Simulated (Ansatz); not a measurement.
# CH6AlN: the cost of one run

Method: RKS LDA/6-31G, in Ansatz 0.2.0.

### 1 The system as given

Bond lengths: Al1–N2 1.920 Å, N2–H3 1.060 Å, N2–H4 1.060 Å, Al1–C5 1.970 Å, C5–H6 1.110 Å, C5–H7 1.110 Å, C5–H8 1.110 Å, Al1–H9 1.560 Å. Angles: Al1–N2–H3 120.0°, Al1–N2–H4 120.0°, H3–N2–H4 120.0°, N2–Al1–C5 120.0°, N2–Al1–H9 120.0°, C5–Al1–H9 120.0°, Al1–C5–H6 109.5°, Al1–C5–H7 109.5°, Al1–C5–H8 109.5°, H6–C5–H7 109.4°, H6–C5–H8 109.4°, H7–C5–H8 109.4°.

Coordinates:

```xyz
9

Al    0.0000    0.0000    0.0000
N     0.0000    0.0000    1.9200
H    -0.8770   -0.2713    2.4500
H     0.8770    0.2713    2.4500
C     1.7060    0.0000   -0.9850
H     2.0356   -1.0462   -1.1552
H     1.5695    0.5080   -1.9624
H     2.4756    0.5381   -0.3932
H    -1.3510    0.0000   -0.7800
```

### 2 Relaxing the start

File input.yaml:

```yaml
crystal:
  periodic: [false, false, false]
  atoms:
    - { symbol: Al, position_ang: [0.0, 0.0, 0.0] }
    - { symbol: "N", position_ang: [0.0, 0.0, 1.92] }
    - { symbol: H, position_ang: [-0.877, -0.2713, 2.45] }
    - { symbol: H, position_ang: [0.877, 0.2713, 2.45] }
    - { symbol: C, position_ang: [1.706, 0.0, -0.985] }
    - { symbol: H, position_ang: [2.0356, -1.0462, -1.1552] }
    - { symbol: H, position_ang: [1.5695, 0.508, -1.9624] }
    - { symbol: H, position_ang: [2.4756, 0.5381, -0.3932] }
    - { symbol: H, position_ang: [-1.351, 0.0, -0.78] }
basis:
  gaussian: { orbitals: "6-31G" }
hamiltonian:
  xc: lda
relax:
  f_tol: 0.02
  max_steps: 40
```

Run with:

```
$ ansatz run input.yaml --threads 1 --pin off --max-ram 2048MiB --backend cpu --events-out ev --progress --plain --runs-dir out
```

Q: Estimate wall time and peak memory on 1 thread of Arm Neoverse V2, shared host.

About 23 s, with a peak of 0.12 GiB.
